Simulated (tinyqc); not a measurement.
Inside a calculation. Method: coupled-perturbed Hartree-Fock on RHF in the sto-3g basis, for H2O, spin multiplicity 1. One step of it, computed by the program tinyqc.

Task: Iteration 8 (converged): orbitals. Diagonalise F' = X^T F X, C = X C', fill 5 alpha and 5 beta electrons from the bottom; D = 2 C_occ C_occ^T. Each column has its largest component positive (the first on a tie).

converged F (hartree), lower triangle:
```
             1O 1s      1O 2s     1O 2px     1O 2py     1O 2pz      2H 1s      3H 1s
1O 1s   -20.244278
1O 2s    -5.164068  -2.440421
1O 2px    0.000000   0.000000  -0.393336
1O 2py   -0.000637  -0.007432   0.000000  -0.292959
1O 2pz   -0.028728  -0.119059   0.000000  -0.008020  -0.336976
2H 1s    -1.146197  -0.995204   0.000000  -0.380469  -0.381539  -0.560439
3H 1s    -1.068307  -0.947592   0.000000   0.371118  -0.372787  -0.379502  -0.523007
```

X:
```
                1          2          3         4          5          6         7
1O 1s   -0.308449   0.045437   0.751841  0.000000  -0.620337  -0.001649  0.149798
1O 2s    1.134474  -0.130176  -0.310912  0.000000  -0.317024  -0.003967  0.415985
1O 2px   0.000000   0.000000   0.000000  1.000000   0.000000   0.000000  0.000000
1O 2py   0.123046   0.882753  -0.001234  0.000000   0.005569   0.705566  0.007219
1O 2pz   0.557367  -0.065684   0.651239  0.000000   0.625409  -0.005499  0.206225
2H 1s   -0.839892  -0.760922  -0.153212  0.000000   0.125965   0.358785  0.383948
3H 1s   -0.589228   0.932414  -0.158033  0.000000   0.127551  -0.376051  0.371801
```

Give: F' = X^T F X; orbital energies; coefficients C; D after iteration 8.

Result:

F' = X^T F X (hartree), lower triangle:
```
         1        2        3        4        5        6        7
1   0.1498
2   0.0982   0.6594
3   1.6711  -0.2954  -8.9496
4   0.0000   0.0000   0.0000  -0.3933
5  -1.2026   0.2364   8.9483   0.0000  -9.7740
6   0.0150   0.1245   0.0265   0.0000  -0.0322  -0.5792
7   0.1684  -0.0529  -3.6930   0.0000   4.0366   0.0087  -2.7996
```

orbital energies (hartree): MO1 -20.2529, MO2 -1.2586, MO3 -0.5916, MO4 -0.4621, MO5 -0.3933, MO6 0.5807, MO7 0.6914

coefficients C:
```
            MO1      MO2      MO3      MO4     MO5      MO6      MO7
1O 1s    0.9942  -0.2337   0.0054   0.1045  0.0000   0.1237  -0.0197
1O 2s    0.0258   0.8442  -0.0291  -0.5404  0.0000  -0.8053   0.1392
1O 2px   0.0000   0.0000   0.0000   0.0000  1.0000   0.0000   0.0000
1O 2py   0.0002   0.0074   0.6145  -0.0142  0.0000   0.1296   0.9475
1O 2pz   0.0042   0.1237   0.0191   0.7521  0.0000  -0.7606   0.1134
2H 1s   -0.0058   0.1610   0.4521   0.2837  0.0000   0.6557  -0.9269
3H 1s   -0.0054   0.1498  -0.4469   0.3092  0.0000   0.8611   0.6915
```

D after iteration 8, lower triangle:
```
          1O 1s    1O 2s  1O 2px   1O 2py  1O 2pz    2H 1s   3H 1s
1O 1s    2.1081
1O 2s   -0.4565   2.0125
1O 2px   0.0000   0.0000  2.0000
1O 2py   0.0006  -0.0080  0.0000   0.7557
1O 2pz   0.1080  -0.6049  0.0000   0.0040  1.1627
2H 1s   -0.0225  -0.0615  0.0000   0.5500  0.4838   0.6217
3H 1s   -0.0209  -0.0554  0.0000  -0.5558  0.4850  -0.1804  0.6355
```
